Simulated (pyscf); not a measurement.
Thermochemistry of product channels of NH₂⁻ + propene (H₂C=CH–CH₃) on the singlet surface, in kcal/mol, from ωB97M-D3(BJ)/def2-TZVPD energies (ideal gas, 1 atm, RRHO with modes under 100 cm⁻¹ raised to 100, one conformer, R ln 2 for rigid chiral ones). Single points on ωB97X-D3(BJ)/def2-SVPD structures (PySCF, gas phase).

```csv
products,ΔE,ΔH(298 K),ΔG(600 K),ΔG(1200 K)
H₂C⁻–CH(CH₃)–NH₂,(withheld),-11.9,+9.5,+30.0
H₃C–CH(CH₃)–NH⁻,-25.1,-23.1,-0.8,+20.7
```

Question: What belongs in the gaps?

Answer: 
- H₂C⁻–CH(CH₃)–NH₂, ΔE: -14.4

The channel to H₃C–CH(CH₃)–NH⁻ turns unfavourable between 298 and 1200 K (ΔG from -12.1 kcal/mol to +20.7 kcal/mol).

These are energies of the channels, which say nothing of barriers.
